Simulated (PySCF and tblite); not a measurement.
Values are calculated unless marked as measured or tabulated.
C₃H₈S, numbered as in [CH3:1][CH2:2][S:3][CH3:4]. The same 2 conformers on PBE0-D3(BJ)/def2-SVP geometries, with only the solvent of the single-point energies changed (functional PBE0, basis set def2-TZVP, D3(BJ) where defined; PySCF).

Torsions listed: C1–C2–S3–C4. Of a mirror pair one member is shown.

| conformer | shape | symmetry | dipole D |
| --- | --- | --- | --- |
| 1 | -70° | C1 (pair) | 1.61 |
| 2 | 180° | Cs | 1.59 |

Energies (kcal/mol) above conformer 1 and its weight at 298.15 K (thermal terms from GFN2-xTB):

```
    solvent  E(2) − E(1)  weight of 1 (%)  dipole of 1 (D)  of 2
  gas phase         0.09               65             1.61  1.59
cyclohexane         0.13               67             1.86  1.83
 chloroform         0.17               68             2.08  2.06
    acetone         0.21               69             2.26  2.25
      water            ?                ?                ?     ?
```

What does water give?

E(2) − E(1) = 0.22 kcal/mol, weight of conformer 1 70 %, dipoles 2.31 and 2.30 D.

How much does the choice of solvent matter?

The widest range is that of E(2) − E(1), which runs from 0.09 (gas phase) to 0.22 kcal/mol (water), a spread of 0.12, against RT = 0.59.
